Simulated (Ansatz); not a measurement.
**CH₂Al (doublet): the correlation ladder, def2-QZVPP**

One table from this session's results is given with a row withheld; the runs are named, their logs left out.

Computed with Ansatz 0.2.0, Gaussian basis. Level: def2-QZVPP, core rule «outside noble gas», up to 6 orbitals frozen.

To be run: UHF; ROHF; CCSD(T) on UHF.

2 further runs of the same task are left out: 2 set aside as unsound or not needed.

### The system

The geometry is a PBE0/def2-TZVP stationary point (not a proven minimum).

4 atoms, charge 0, spin multiplicity 2.

Atoms are counted from 1 here; the program's logs count them from 0.

Bond lengths: Al1–C2 1.971 Å, C2–H3 1.094 Å, C2–H4 1.094 Å. Angles: Al1–C2–H3 125.0°, Al1–C2–H4 125.0°, H3–C2–H4 109.9°.

As a file:

```
atom    x (Å)     y (Å)     z (Å)
 Al1  0.00000   0.00000   0.70496
  C2  0.00000   0.00000  -1.26575
  H3  0.00000  -0.89613  -1.89410
  H4  0.00000   0.89613  -1.89410
```

The first run:

File in.yaml:

```yaml
crystal:
  periodic: [false, false, false]
  atoms:
    - {symbol: Al, position_ang: [0.000000, 0.000000, 0.704959]}
    - {symbol: C, position_ang: [0.000000, 0.000000, -1.265754]}
    - {symbol: H, position_ang: [0.000000, -0.896128, -1.894102]}
    - {symbol: H, position_ang: [0.000000, 0.896128, -1.894102]}
basis:
  gaussian: {orbitals: "def2-QZVPP.json"}
magnetization: {spin_polarized: true, initial_magnetization: 1}
hamiltonian: {xc: hf}
output: {orbitals: {seedname: orbitals}}
```

Command:

```sh
ansatz run in.yaml --threads 1 --pin off --events-out ev --progress --plain --max-ram 4096MiB --backend cpu
```

Steps of the session up to this table: UHF; ROHF; CCSD(T) on UHF.

One of the session's tables, all rows but one given; the rest of the session is left out.

```
  method  from UCCSD(T) (kJ/mol)
    ROHF                  +660.6
     UHF                  +649.7
    UMP2                       ?
   UCCSD                   +23.1
UCCSD(T)                       0
```

Q: Estimate the row for UMP2 from the others.

**Answer.** from UCCSD(T) (kJ/mol): +93.9. In the column «from UCCSD(T) (kJ/mol)» it lies between UCCSD (+23.1) and UHF (+649.7).

Limits of these values: Warnings: spin contamination; coupled cluster took another determinant than the lowest.
